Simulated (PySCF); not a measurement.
From results back to the method.

Species: C₄H₆N₂.
Z-matrix (Å and degrees, PBE0-D3(BJ)/def2-TZVP geometry), rows numbered from 1:
```
C 
N   1  1.4389
C   2  1.3481  1  127.61
C   3  1.3756  2  106.79  1  -178.22
C   4  1.4035  3  104.23  2     0.14
N   5  1.3248  4  111.48  3    -0.05
H   1  1.0912  2  110.55  3   -53.88
H   1  1.0923  2  111.06  3    67.55
H   1  1.0872  2  107.37  3  -173.12
H   3  1.0787  2  121.58  1     2.03
H   4  1.0774  3  127.33  2  -179.69
H   5  1.0795  4  128.82  3  -179.72
```

The closed-shell ground state was solved 4 times with PySCF (density fitting, gas phase), always in the pcSseg-2 basis (300 functions), with these functionals: B97-2, KT3, PBE0 and wB97X-D. Geometry: PBE0-D3(BJ)/def2-TZVP; no solvent, vibrations or thermal averaging.

| row | total energy (Eh) | HOMO (eV) | LUMO (eV) | dipole (D) |
| --- | --- | --- | --- | --- |
| P | -265.5200 | -8.93 | 2.12 | 2.39 |
| Q | -269.7980 | -6.02 | -0.57 | 2.24 |
| R | -265.3022 | -7.12 | 0.35 | 2.36 |
| S | -265.5159 | -6.86 | 0.30 | 2.34 |

Problem. Which functional belongs to which row?

Solution. P = wB97X-D, Q = KT3, R = PBE0, S = B97-2. By rising HOMO–LUMO gap: KT3 (GGA) 5.45 eV; B97-2 (global hybrid, 21 % exact exchange) 7.16 eV; PBE0 (global hybrid, 25 % exact exchange) 7.47 eV; wB97X-D (range-separated hybrid) 11.05 eV. Total energies of different functionals aren't bounds to one another; each is stationary for its own functional.

Note: wB97X-D ran without an empirical dispersion term, which enters the total energy and its gradient alone.
